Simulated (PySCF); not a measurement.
# TDDFT beside published excitation energies

Published values to compare with (the computed states carry no symmetry labels, so the two lists aren't matched line by line):

```tsv
state	E (eV)	f	kind of transition	source
3Bu(π→π*)	1.93		vertical absorption	[1]
1Bu(π→π*)	3.54		vertical absorption	[1]
3Ag(π→π*)	3.74		vertical absorption	[1]
3Au(n→π*)	3.78		vertical absorption	[1]
1Au(n→π*)	3.86		vertical absorption	[1]
1Ag(π→π*)	3.91		vertical absorption	[1]
3Bg(n→π*)	4.23		vertical absorption	[1]
1Bg(n→π*)	4.31		vertical absorption	[1]
```

[1] computed, CC3/aug-cc-pVTZ, gas; Loos, Jacquemin, bicyclic systems (2021), arXiv:2109.13894

Compound: DPP, C6H4N2O2.
SMILES: `O=C1NC=C2C(=O)NC=C12`

Level of theory: TDDFT wB97X-D/def2-SVPD, vertical, gas phase, core orbitals frozen in the response in PySCF. Isolated species at its PBE0-D3(BJ)/def2-SVP geometry, gas phase.

Computed singlets: 3.53 eV (f 0.256); 4.10 eV (f 0.000); 4.11 eV (f 0.000); 4.58 eV (f 0.000); 5.47 eV (f 0.000); 6.14 eV (f 0.000); 6.60 eV (f 0.001); 6.77 eV (f 0.000); 6.91 eV (f 0.000); 6.98 eV (f 0.000). Computed triplets (Tamm–Dancoff): 1.75, 3.53, 3.83, 4.27 eV.

Task: How does the lowest computed singlet compare with the best estimate listed for the lowest singlet (vertical absorption)?

Result: 3.53 eV against 3.54 eV for 1Bu(π→π*) [1]: a difference of -0.01 eV. Geometry and basis of the two calculations needn't be the same.

Task: How does the lowest computed triplet compare with the best estimate listed for the lowest triplet (vertical absorption)?

Result: 1.75 eV against 1.93 eV for 3Bu(π→π*) [1]: a difference of -0.17 eV. Geometry and basis of the two calculations needn't be the same.

All these states lie below the vertical ionisation energy of 8.15 eV (ΔSCF).

The run took 1.8 min wall (with the writing of density and orbital grids) on one thread, x86-64 server, no GPU (shared host).
